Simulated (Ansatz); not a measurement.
Ansatz (an electronic-structure program) input (CCSD(T)/cc-pwCVTZ): A basis named .json is the Basis Set Exchange file of that set (core-valence sets with the plain set on hydrogen).

Ansatz 0.2 input:
```yaml
crystal:
  periodic: [false, false, false]
  atoms:
    - {symbol: N, position_ang: [-0.00000000, -0.00000000, -1.19434265]}
    - {symbol: N, position_ang: [-0.00000000, -0.00000000, -0.07337328]}
    - {symbol: O, position_ang: [0.00000000, 0.00000000, 1.10925144]}
basis:
  gaussian:
    orbitals: cc-pwCVTZ.json
magnetization: {spin_polarized: false}
correlation: {method: ccsd_t, electrons: outside_noble_gas}
```

Output:

```
Functional definition: HF
integrals: 0.22 GiB planned
785 factors; integrals over basis functions are off by at most 8.3e-4 eV
mean field: 0.27 GiB planned
mean field evaluation 1: about -4998.2607 eV, gradient 3.3e1 eV
mean field evaluation 2: about -4998.2733 eV, gradient 3.3e1 eV
mean field evaluation 4: about -5000.1245 eV, gradient 3.0e0 eV
mean field evaluation 8: about -5000.1559 eV, gradient 4.3e-1 eV
mean field evaluation 16: about -5000.1071 eV, gradient 3.0e0 eV
mean field -5000.15693502 eV, -183.7523781338 hartree, gradient 5.7e-6 eV, S^2 0.000000; 0 other end points of the search recorded, 0 dependent functions left out
3 core orbitals not correlated
reference -5000.15693502 eV, -183.7523781338 hartree; 8, 8 occupied and 118, 118 virtual orbitals, 785 factors
second order -17.76257210 eV of doubles, -0.00000000 eV of singles
coupled cluster: 0.56 GiB planned
cycle   1  -16.31204813 eV  change     1.5e0 eV  update   1.5e-1
cycle   2  -17.02096492 eV  change   -7.1e-1 eV  update   6.9e-2
cycle   3  -17.16983204 eV  change   -1.5e-1 eV  update   2.3e-2
cycle   4  -17.17903132 eV  change   -9.2e-3 eV  update   8.5e-3
cycle   5  -17.17458579 eV  change    4.4e-3 eV  update   2.8e-3
cycle   6  -17.17705889 eV  change   -2.5e-3 eV  update   1.1e-3
cycle   7  -17.17643957 eV  change    6.2e-4 eV  update   2.7e-4
cycle   8  -17.17626641 eV  change    1.7e-4 eV  update   9.0e-5
cycle   9  -17.17627493 eV  change   -8.5e-6 eV  update   2.3e-5
cycle  10  -17.17625457 eV  change    2.0e-5 eV  update   8.3e-6
cycle  11  -17.17624549 eV  change    9.1e-6 eV  update   2.0e-6
perturbative correction -0.97943566 eV, -0.0359935966 hartree
Total energy: -5018.31261617 eV, -184.4195871096 hartree
```
